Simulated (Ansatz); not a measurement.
## Ansatz (development build ahead of 0.2.0) run

```yaml
crystal:
  periodic: [false, false, false]
  atoms:
    - { symbol: B, position_ang: [0.0, 0.0, 0.63263] }
    - { symbol: O, position_ang: [0.0, 0.0, -0.63263] }
basis:
  gaussian: { orbitals: cc-pVDZ }
magnetization:
  spin_polarized: true
  initial_magnetization: 1
hamiltonian:
  xc: hf
correlation:
  method: ccsd_t
  frozen_orbitals: { B: 1, O: 1 }
```

The input is written out in the form of the current development build from the run's settings.

The run gave:

| Quantity | Value |
| --- | --- |
| Converged | yes |
| Reference energy | -99.51710 hartree |
| CCSD correlation energy | -0.25063 hartree |
| Triples correction | -0.01026 hartree |
| Total energy | -99.77799 hartree |
| Spin squared of the determinant | 0.832 |
